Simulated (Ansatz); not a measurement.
A displaced shape of singlet AlF:

```xyz
2

Al   -0.0463    0.0166   -0.6765
F    -0.0018    0.0099    0.9416
```

It was optimised with PBE0/def2-SVP in Ansatz (development build ahead of 0.2.0) to forces under 0.001 eV/Å, with restricted orbitals. Each step stands on the lowest determinant of that kind that the program's search found.

(1) What shape does it relax to, and how does the optimisation go?

## Answers

(1)

```yaml
atoms:
  - { symbol: Al, position_ang: [-0.0470, 0.0167, -0.7054] }
  - { symbol: F, position_ang: [-0.0010, 0.0098, 0.9704] }
```

Bond lengths: Al1–F2 1.676 Å.

```json
{"step": "1", "E − E(start) (eV)": "0.0000", "largest force (eV/Å)": "1.8707"}
{"step": "2", "E − E(start) (eV)": "-0.0336", "largest force (eV/Å)": "1.0534"}
{"step": "3", "E − E(start) (eV)": "-0.0511", "largest force (eV/Å)": "0.1003"}
{"step": "4", "E − E(start) (eV)": "-0.0512", "largest force (eV/Å)": "0.0035"}
{"step": "5", "E − E(start) (eV)": "-0.0512", "largest force (eV/Å)": "0.0000"}
```

The optimisation ended after 5 steps with its threshold met.
